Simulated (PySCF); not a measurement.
Lithium: a sound run and one with changed settings

Sound run: Li [He] 2s1, Li⁺ 1s2. All numbers are calculated (PySCF 2.14, scalar relativity by spin-free X2C-1e, in x2c-TZVPall (5s3p, 14 functions)). The sound run starts from symmetry-adapted Hartree-Fock orbitals and uses a fine grid where one is needed.

A second run was set up differently.

```csv
species,method,sound run (hartree),changed run (hartree),converged
Li,UHF,-7.43332,-7.43332,yes
Li,M06-2X,-7.48277,-7.48699,yes
Li,B3LYP,-7.49350,-7.49320,yes
Li⁺,UHF,-7.23700,-7.23700,yes
Li⁺,M06-2X,-7.28347,-7.28419,yes
Li⁺,B3LYP,-7.28672,-7.28656,yes
```

Ionisation energy of Li:

```csv
method,sound run (eV),changed run (eV)
UHF,5.342,5.342
M06-2X,5.423,5.518
B3LYP,5.627,5.623
```

(1) What was changed?
A. radial grid too coarse
B. basis contracted for another Hamiltonian
C. minimal basis
D. a valence shell is frozen

Results:

(1) A. It used radial step 0.5 in ln r (0.13 in the sound run). A coarse radial grid mis-integrates the density and the exchange-correlation energy, with errors of either sign; Hartree-Fock needs no grid.
